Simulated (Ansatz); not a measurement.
Input file:

```yaml
crystal:
  periodic: [false, false, false]
  atoms:
    - {symbol: P, position_ang: [0.084376, 0.005225, -1.811769]}
    - {symbol: Be, position_ang: [-0.080498, 0.013599, 0.241125]}
    - {symbol: H, position_ang: [-0.003878, -0.018825, 1.570644]}
basis:
  gaussian: {orbitals: 6-31G}
hamiltonian: {xc: {name: PBE0}}
```

```sh
$ ansatz run in.yaml --threads 1 --pin off --events-out ev --progress --plain --max-ram 2393MiB
```

Log:

```
297 factors; integrals over basis functions are off by at most 1.8e-4 eV
mean field evaluation 1: about -9697.4030 eV, gradient 7.4e0 eV
mean field evaluation 2: about -9697.5563 eV, gradient 4.4e0 eV
mean field evaluation 4: about -9697.6425 eV, gradient 1.1e-1 eV
mean field evaluation 8: about -9697.6368 eV, gradient 7.4e-4 eV
mean field evaluation 16: about -9697.6368 eV, gradient 4.1e-6 eV
mean field evaluation 32: about -9697.6362 eV, gradient 2.8e-1 eV
mean field -9697.63675893 eV, -356.3815775964 hartree, gradient 4.0e-6 eV, S^2 0.000000; 4 other end points of the search recorded, 0 dependent functions left out
reference -9697.63677988 eV, -356.3815783664 hartree; 10, 10 occupied and 14, 14 virtual orbitals, 297 factors
Total energy: -9697.63677988 eV, -356.3815783664 hartree
```

Ran on 1 thread of Arm Neoverse V1, shared host: 1.5 s wall, 0.14 GiB peak host memory.
